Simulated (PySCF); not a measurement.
1,2-dimethyl-1,2-diazetidine, C4H10N2.
Z-matrix (Å and degrees, PBE0-D3(BJ)/def2-SVP geometry), rows numbered from 1:
```
C 
N   1  1.4384
C   2  1.4656  1  116.57
C   3  1.5267  2   87.27  1  -133.58
N   2  1.4577  1  113.04  3  -102.17
C   5  1.4384  2  113.02  1  -103.50
H   1  1.1098  2  112.83  3    50.53
H   1  1.1007  2  109.89  3   171.70
H   1  1.1011  2  108.73  3   -70.82
H   3  1.1003  2  115.05  1   106.29
H   3  1.1071  2  113.04  1   -20.24
H   4  1.1003  3  118.32  2   134.71
H   4  1.1071  3  112.50  2   -96.25
H   6  1.1010  5  108.73  2  -172.65
H   6  1.1098  5  112.81  2   -51.32
H   6  1.1007  5  109.91  2    69.86
```

Linear response at CAM-B3LYP/def2-SVPD (PySCF, frozen core in the response, non-relativistic).

Static isotropic polarisability: 66.13 au (9.80 Å³), principal values 57.9, 67.8, 72.7 au.

Question: What is the polarisability at 1064 nm and at the sodium D line?

Answer: 66.62 au at 1064 nm (+0.7 %), 67.78 au at 589.3 nm (+2.5 %). The rise at 589.3 nm is 3.36 times that at 1064 nm; a pure ω² law gives 3.26. The lowest singlet lies at 213 nm, shorter than both wavelengths.

Question: What is the isotropic C6 coefficient between two such molecules, C6 = (3/π)∫α(iω)² dω?

Answer: 1929 au (Eh·bohr⁶) by a ten-point quadrature over imaginary frequencies, which is 1150 eV·Å⁶ or 111 J·nm⁶/mol.

Question: Which effective excitation energy ω̄ makes London's formula C6 = (3/4)α²ω̄ exact here?

Answer: ω̄ = 4·C6/(3α²) = 0.588 Eh = 16.0 eV. A one-pole form α(ω) = α/(1 − ω²/ω̄²) fitted to the 1064 nm value gives 13.6 eV.

Question: What molar refraction at the D line follows from R = (4π/3)·N_A·α′, with α′ the polarisability volume?

Answer: α′ = 10.04 Å³ gives R = 25.33 cm³/mol, for isolated, non-vibrating species.

Question: How anisotropic is the static polarisability, by Δα² = ½[(α1 − α2)² + (α2 − α3)² + (α3 − α1)²]?

Answer: Δα = 13.0 au, or 0.20 of the isotropic value.

Question: The lowest 6 singlets have (eV, f): 5.83, 0.000; 6.21, 0.040; 6.30, 0.007; 6.91, 0.097; 6.94, 0.000; 7.13, 0.002. What share of the static polarisability do they carry in the sum over states α = Σ f/ω²?

Answer: 2.44 au, 3.7 % of α; the largest term, 1.51 au, is that of the state at 6.91 eV. Their oscillator strengths add up to 0.15. Higher states carry the rest.

Question: What n − 1 at the D line would an ideal gas of it have at 273.15 K and 1 atm (2.6868 × 10¹⁹ cm⁻³), by n − 1 = 2π·N·α′?

Answer: 16.95 × 10⁻⁴, a formal value whether or not that pressure can be reached.

Question: What three-body coefficient follows from the one-pole estimate C9 = (3/4)·α·C6?

Answer: 95700 au. This is an estimate from the two numbers above, not a computed integral.

Question: How many electrons N does the Slater–Kirkwood formula C6 = (3/4)·√N·α^(3/2) need to give this C6?

Answer: N = (4·C6/3)²/α³ = 22.9; the species has 48 electrons in all.

Hardware: one thread, Arm Neoverse N1 (shared host). Cost: 49 s. This is the whole response run at CAM-B3LYP/def2-SVPD, SCF included.

One conformer stands for the species.
